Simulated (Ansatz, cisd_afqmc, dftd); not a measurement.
Reaction: CN (SMILES N#[C], doublet) → CN- (parent SMILES [C]#N, singlet) (an electron is taken up)
Each species at its own B3LYP-D3(BJ)/def2-TZVP minimum (Ansatz, a quantum-chemistry and plane-wave program).

Wanted: adiabatic electron affinity (electronic), positive where energy is released, in eV. Open shells are spin-unrestricted; no spin-orbit coupling. Correlated methods leave the cores frozen. Rows without X2C or -DK are non-relativistic. AFQMC is phaseless with a CISD trial state; ± is one standard error, without the phaseless bias. Outlying blocks are dropped, and bars are widened where a walk drifts. Over all cases where full CI ran beside it in this data, AFQMC minus full CI had a median of +0.1 mEh and passed +0.4 mEh in a tenth of the cases. CBS(X,Y): correlation extrapolated as X^-3, Hartree-Fock from the larger set. A bracket is a step between two methods taken in the basis named. The functionals are non-relativistic, so their misses hold any scalar relativity. '+ core + X2C': CCSD(T) terms for core correlation (cc-pwCVTZ) and scalar relativity (cc-pVTZ-DK). def2-TZVPD holds few diffuse functions, which lowers the functionals' binding of the extra electron. The UHF reference of CN ([C]#N, doublet) is spin-contaminated (<S^2> up to 0.37 over the pure value in the sets run).

```json
[
 {"level": "PBE/def2-TZVPD", "program": "Ansatz", "adiabatic electron affinity (eV)": "3.72", "difference against the last row": "-0.15"},
 {"level": "r2SCANh-D4/def2-TZVPD", "program": "Ansatz + dftd4", "adiabatic electron affinity (eV)": "3.79", "difference against the last row": "-0.08"},
 {"level": "r2SCANh/def2-TZVPD", "program": "Ansatz", "adiabatic electron affinity (eV)": "3.79", "difference against the last row": "-0.08"},
 {"level": "wB97X-V/def2-TZVPD", "program": "Ansatz", "adiabatic electron affinity (eV)": "4.09", "difference against the last row": "0.22"},
 {"level": "wB97M-V/def2-TZVPD", "program": "Ansatz", "adiabatic electron affinity (eV)": "4.15", "difference against the last row": "0.28"},
 {"level": "MP2/aug-cc-pVQZ", "program": "Ansatz", "adiabatic electron affinity (eV)": "4.84", "difference against the last row": "0.97"},
 {"level": "MP2/CBS(aug-cc-pVTZ,aug-cc-pVQZ)", "program": "Ansatz", "adiabatic electron affinity (eV)": "4.90", "difference against the last row": "1.03"},
 {"level": "CCSD/aug-cc-pVTZ", "program": "Ansatz", "adiabatic electron affinity (eV)": "3.83", "difference against the last row": "-0.04"},
 {"level": "CCSD(T)/aug-cc-pVDZ", "program": "Ansatz", "adiabatic electron affinity (eV)": "3.74", "difference against the last row": "-0.13"},
 {"level": "CCSD(T)/aug-cc-pVQZ", "program": "Ansatz", "adiabatic electron affinity (eV)": "3.90", "difference against the last row": "0.03"},
 {"level": "CCSD(T)/CBS(aug-cc-pVTZ,aug-cc-pVQZ) + core + X2C", "program": "Ansatz", "adiabatic electron affinity (eV)": "3.94", "difference against the last row": "0.07"},
 {"level": "CCSDT(Q)/aug-cc-pVDZ", "program": "Ansatz", "adiabatic electron affinity (eV)": "3.66", "difference against the last row": "-0.21"},
 {"level": "CCSDT(Q)/aug-cc-pVTZ", "program": "Ansatz", "adiabatic electron affinity (eV)": "3.78", "difference against the last row": "-0.09"},
 {"level": "CCSDTQ/aug-cc-pVDZ", "program": "Ansatz", "adiabatic electron affinity (eV)": "3.67", "difference against the last row": "-0.20"},
 {"level": "AFQMC/CISD/aug-cc-pVDZ", "program": "cisd_afqmc", "adiabatic electron affinity (eV)": "3.72 ± 0.02", "difference against the last row": "-0.15"},
 {"level": "CCSD(T)/CBS(aug-cc-pVTZ,aug-cc-pVQZ) + [CCSDT(Q) - CCSD(T)]/aug-cc-pVDZ + core + X2C", "program": "Ansatz", "adiabatic electron affinity (eV)": "3.87", "difference against the last row": "0.00"},
 {"level": "CCSD(T)/CBS(aug-cc-pVTZ,aug-cc-pVQZ) + [CCSDT(Q) - CCSD(T)]/aug-cc-pVTZ + [CCSDTQ - CCSDT(Q)]/aug-cc-pVDZ + core + X2C", "program": "Ansatz", "adiabatic electron affinity (eV)": "3.87", "difference against the last row": "0.00"}
]
```
